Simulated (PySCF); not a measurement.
# C4H9Cl: calculation against experiment

**Experimental background.**

From NIST CCCBDB Release 22 (SRD 101), experimental dipoles, for the gas: dipole moment (dielectric constant and refractivity) 2.13 D.

How close the calculation comes is told at the end.

C4H9Cl.
SMILES with atom numbers: `[CH3:1][C:2]([CH3:3])([CH3:4])[Cl:5]` (hydrogens: H6, H7, H8 on C1; H9, H10, H11 on C3; H12, H13, H14 on C4)

Cartesian coordinates in Å at the PBE0-D3(BJ)/def2-SVP level; atoms count from 1:
```xyz
14
C4H9Cl angstrom
C     -1.279    0.696    0.044
C      0.030   -0.020    0.326
C      1.225    0.768   -0.184
C      0.022   -1.442   -0.211
Cl     0.200   -0.135    2.145
H     -1.424    0.789   -1.045
H     -2.130    0.138    0.461
H     -1.278    1.704    0.482
H      1.245    1.777    0.252
H      2.167    0.262    0.070
H      1.166    0.863   -1.281
H     -0.080   -1.423   -1.308
H     -0.819   -2.014    0.206
H      0.956   -1.963    0.043
```

The PySCF runs (gas phase, on this PBE0-D3(BJ)/def2-SVP geometry; no spin–orbit coupling):

```csv
level,job,basis functions
"PBE0-D3(BJ)/def2-SVP, grid level 1",geometry optimisation from an MMFF94s start,119
PBE0/pcSseg-1,shieldings,137
BLYP/pcSseg-1,shieldings,137
HF/pcSseg-1,shieldings,137
KT3/pcSseg-1,shieldings,137
PBE0/cc-pVTZ,"shieldings, charges and field gradients",280
PBE0/pcSseg-0,"shieldings, charges and field gradients",67
HF/def2-SVPD,"10 singlets by TDHF, 4 Tamm–Dancoff triplets, polarisability, ΔSCF ions",179
LDA/def2-SVPD,"10 singlets by full TDDFT, 4 Tamm–Dancoff triplets, polarisability, ΔSCF ions",179
PBE/def2-SVPD,"10 singlets by full TDDFT, 4 Tamm–Dancoff triplets, polarisability, ΔSCF ions",179
LC-wPBE/def2-SVPD,"10 singlets by full TDDFT, 4 Tamm–Dancoff triplets, polarisability, ΔSCF ions",179
PBE0/def2-TZVP,"10 singlets by full TDDFT, 4 Tamm–Dancoff triplets, polarisability",215
```

## Comparison

**Dipole moment.** Measured: 2.13 D (NIST CCCBDB Release 22 (SRD 101), experimental dipoles).

| level | computed (D) | computed − measured (D) | % (from the printed values) |
| --- | --- | --- | --- |
| PBE0-D3(BJ)/def2-SVP | 2.07 | -0.06 | -3 |
| PBE0/pcSseg-1 | 2.32 | +0.19 | +9 |
| BLYP/pcSseg-1 | 2.16 | +0.03 | +1 |
| HF/pcSseg-1 | 2.58 | +0.45 | +21 |
| KT3/pcSseg-1 | 2.19 | +0.06 | +3 |
| PBE0/cc-pVTZ | 2.23 | +0.10 | +5 |
| PBE0/pcSseg-0 | 2.50 | +0.37 | +17 |
| HF/def2-SVPD | 2.54 | +0.41 | +19 |
| LDA/def2-SVPD | 2.30 | +0.17 | +8 |
| PBE/def2-SVPD | 2.28 | +0.15 | +7 |
| LC-wPBE/def2-SVPD | 2.38 | +0.25 | +12 |
| PBE0/def2-TZVP | 2.20 | +0.07 | +3 |

12 of the 32 levels run are shown, the closest and the furthest among them. Closest is BLYP/pcSseg-1 (+0.03 D), furthest HF/pcSseg-1 (+0.45 D); one molecule doesn't rank methods. The computed dipoles belong to one fixed geometry; measured ones are averaged over vibrations unless marked μe. Magnitudes are compared, not signs.

No measured geometry was used, and the causes of the misses weren't examined.
